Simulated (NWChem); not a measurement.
The numbers come from NWChem runs, not from measurements. System: O (-1), charge -1, spin multiplicity 2. Its SCF solution wasn't tested for a lower state. Level: ROCCSD(T)/def2-TZVPD, 1 core orbitals frozen.

Job file:

```
start mol
memory heap 100 mb stack 700 mb global 1900 mb
charge -1
geometry units angstroms nocenter noautoz
  O      0.000000     0.000000     0.000000
  symmetry group D2h
end
basis spherical
  * library def2-tzvpd
end
scf
  rohf
  nopen 1
  maxiter 100
  thresh 1e-7
  semidirect memsize 60000000 filesize 0
  # guess.movecs holds the orbitals of an unrestricted PBE0 run
  vectors input guess.movecs swap 3 5 output mol.movecs
end
tce
  freeze core 1
  ccsd(t)
  2eorb
  2emet 13
  thresh 1e-6
  maxiter 100
  tilesize 24
end
task tce energy
```

NWChem printed:

```
             Northwest Computational Chemistry Package (NWChem) 7.3.0
             --------------------------------------------------------

                                NWChem Input Module
                                -------------------

 Scaling coordinates for geometry "geometry" by  1.889725989
 (inverse scale =  0.529177249)

                             Geometry "geometry" -> ""
                             -------------------------

 Output coordinates in angstroms (scale by  1.889725989 to convert to a.u.)

  No.       Tag          Charge          X              Y              Z
 ---- ---------------- ---------- -------------- -------------- --------------
    1 O                    8.0000     0.00000000     0.00000000     0.00000000

 Effective nuclear repulsion energy (a.u.)       0.0000000000

            Nuclear Dipole moment (a.u.)
            ----------------------------
        X                 Y               Z
 ---------------- ---------------- ----------------
     0.0000000000     0.0000000000     0.0000000000

      Symmetry information
      --------------------

 Group name             D2h
 Group number             26
 Group order               8
 No. of unique centers     1

      Symmetry unique atoms

     1


 Summary of "ao basis" -> "" (spherical)
 ------------------------------------------------------------------------------
       Tag                 Description            Shells   Functions and Types
 ---------------- ------------------------------  ------  ---------------------
 *                         def2-tzvpd                 on all atoms

 Summary of "ao basis" -> "ao basis" (spherical)
 ------------------------------------------------------------------------------
       Tag                 Description            Shells   Functions and Types
 ---------------- ------------------------------  ------  ---------------------
 O                         def2-tzvpd               14       40   6s4p3d1f

                                 NWChem SCF Module
                                 -----------------

  ao basis        = "ao basis"
  functions       =    40
  atoms           =     1
  closed shells   =     4
  open shells     =     1
  charge          =  -1.00
  wavefunction    = ROHF
  use symmetry    = T
  symmetry adapt  = T

 Summary of "ao basis" -> "ao basis" (spherical)
 ------------------------------------------------------------------------------
       Tag                 Description            Shells   Functions and Types
 ---------------- ------------------------------  ------  ---------------------
 O                         def2-tzvpd               14       40   6s4p3d1f

      Symmetry analysis of basis
      --------------------------

        ag         12
        au          1
        b1g         3
        b1u         6
        b2g         3
        b2u         6
        b3g         3
        b3u         6

 Forming initial guess at       0.0s

 Swapping ROHF orbitals     3    5

      Symmetry analysis of molecular orbitals - initial
      -------------------------------------------------

  Numbering of irreducible representations:

     1 ag          2 au          3 b1g         4 b1u         5 b2g
     6 b2u         7 b3g         8 b3u

  Orbital symmetries:

     1 ag          2 ag          3 b1u         4 b2u         5 b3u
     6 b3u         7 b1u         8 b2u         9 ag         10 ag
    11 b1g        12 b2g        13 ag         14 b3g        15 b3u

 Starting SCF solution at       0.0s
[...]
  Mulliken analysis of the total density
  --------------------------------------

    Atom       Charge   Shell Charges
 -----------   ------   -------------------------------------------------------
    1 O    8     9.00   0.79  1.18  0.61  0.96  0.43  0.03  1.73  1.83  1.19  0.26  0.00  0.00  0.00  0.00

 Mulliken analysis of the open-shell density
 -------------------------------------------

    Atom       Charge   Shell Charges
 -----------   ------   -------------------------------------------------------
    1 O    8     1.00   0.00 -0.00  0.00  0.00 -0.00  0.00  0.38  0.39  0.21  0.02  0.00  0.00  0.00  0.00

       Multipole analysis of the density wrt the origin
       ------------------------------------------------

     L   x y z        total         open         nuclear
     -   - - -        -----         ----         -------
     0   0 0 0     -1.000000     -1.000000      8.000000

     1   1 0 0     -0.000000     -0.000000      0.000000
     1   0 1 0      0.000000      0.000000      0.000000
     1   0 0 1     -0.000000      0.000000      0.000000

     2   2 0 0     -5.250191     -1.492304      0.000000
     2   1 1 0     -0.000000     -0.000000      0.000000
     2   1 0 1     -0.000000     -0.000000      0.000000
     2   0 2 0     -6.843497     -0.492830      0.000000
     2   0 1 1      0.000000      0.000000      0.000000
     2   0 0 2     -6.843497     -0.492830      0.000000

                   NWChem Extensible Many-Electron Theory Module
                   ---------------------------------------------


            General Information
            -------------------
      Number of processors :     1
         Wavefunction type : Restricted open-shell Hartree-Fock
          No. of electrons :     9
           Alpha electrons :     5
            Beta electrons :     4
           No. of orbitals :    80
            Alpha orbitals :    40
             Beta orbitals :    40
        Alpha frozen cores :     1
         Beta frozen cores :     1
     Alpha frozen virtuals :     0
      Beta frozen virtuals :     0
         Spin multiplicity : doublet
    Number of AO functions :    40
       Number of AO shells :    14
        Use of symmetry is : on
      Symmetry adaption is : on
         Schwarz screening : 0.10D-09

          Correlation Information
          -----------------------
          Calculation type : Coupled-cluster singles & doubles w/ perturbation
   Perturbative correction : (T)
            Max iterations :      100
        Residual threshold : 0.10D-05
     T(0) DIIS level shift : 0.00D+00
     L(0) DIIS level shift : 0.00D+00
     T(1) DIIS level shift : 0.00D+00
     L(1) DIIS level shift : 0.00D+00
     T(R) DIIS level shift : 0.00D+00
     T(I) DIIS level shift : 0.00D+00
   CC-T/L Amplitude update :  5-th order DIIS
                I/O scheme : Global Array Library
        L-threshold :  0.10D-05
        EOM-threshold :  0.10D-05
 no EOMCCSD initial starts read in
 TCE RESTART OPTIONS
 SLICE:      F
 D4D5:       F
 quantumc:   F
 qrotation:  F
 pwtce:      F
 qducc:      F
 nacto:                         0
 nrotv:                         0
 nrot:                          0

            Memory Information
            ------------------
          Available GA space size is     249033600 doubles
          Available MA space size is     104855196 doubles

 Maximum block size supplied by input
 Maximum block size        24 doubles

 tile_dim =     10

 -------------------------------------------------

 Global array virtual files algorithm will be used

 Parallel file system coherency ......... OK

 4-electron integrals stored in orbital form

 v2    file size   =            69889
 4-index algorithm nr.  13 is used
 imaxsize =       30
 imaxsize ichop =        0


CCSD iterations
 ---------------------------------------------------------
 Iter          Residuum       Correlation     Cpu    Wall
 ---------------------------------------------------------
    1   0.1326101559574  -0.2254074261555     0.2     0.2
    2   0.0715846614570  -0.2224477081019     0.2     0.2
    3   0.1146748256948  -0.2244293881406     0.2     0.2
    4   0.2271690298003  -0.2299989317203     0.2     0.2
    5   0.4278749389003  -0.2174298460251     0.2     0.2
    6   0.0062535684408  -0.2266018846962     0.2     0.2
    7   0.0067510453128  -0.2268093562990     0.2     0.2
    8   0.0126531567334  -0.2265329578118     0.2     0.2
    9   0.0247301121652  -0.2272863788916     0.2     0.2
   10   0.0482174887843  -0.2258785600991     0.2     0.2
   11   0.0004398554206  -0.2268819736709     0.2     0.2
   12   0.0002960858549  -0.2268979300655     0.2     0.2
   13   0.0004392019278  -0.2268776772281     0.2     0.2
   14   0.0008348710936  -0.2269054147753     0.2     0.2
   15   0.0016271017330  -0.2268546951772     0.2     0.2
   16   0.0000329333699  -0.2268866786397     0.2     0.2
   17   0.0000175098586  -0.2268879875043     0.2     0.2
   18   0.0000110028612  -0.2268888806189     0.2     0.2
   19   0.0000075455112  -0.2268889471628     0.2     0.2
   20   0.0000061767709  -0.2268892501494     0.2     0.2
   21   0.0000029585921  -0.2268894509452     0.2     0.2
   22   0.0000025285972  -0.2268895786321     0.2     0.2
   23   0.0000038930348  -0.2268894206779     0.2     0.2
   24   0.0000075246707  -0.2268896635437     0.2     0.2
   25   0.0000146800045  -0.2268892132533     0.2     0.2
   26   0.0000002597429  -0.2268895042203     0.2     0.2
 -----------------------------------------------------------------
 Iterations converged
 CCSD correlation energy / hartree =        -0.226889504220317
 CCSD total energy / hartree       =       -75.016770496117886

 Singles contributions

 Doubles contributions
 CCSD(T)
 Using plain CCSD(T) code
             total no. of tasks         2792
 total no. of tasks / no. procs         2792
                         wl_min            1           1.0
                         wl_max         1000           3.2
        thresh for no. of tasks         2792

 CCSD[T]  correction energy / hartree =        -0.010070951050876
 CCSD[T] correlation energy / hartree =        -0.236960455271193
 CCSD[T] total energy / hartree       =       -75.026841447168763
 CCSD(T)  correction energy / hartree =        -0.008891015679365
 CCSD(T) correlation energy / hartree =        -0.235780519899682
 CCSD(T) total energy / hartree       =       -75.025661511797253

 Task  times  cpu:        6.0s     wall:        6.0s

 Total times  cpu:        6.1s     wall:        6.1s
```
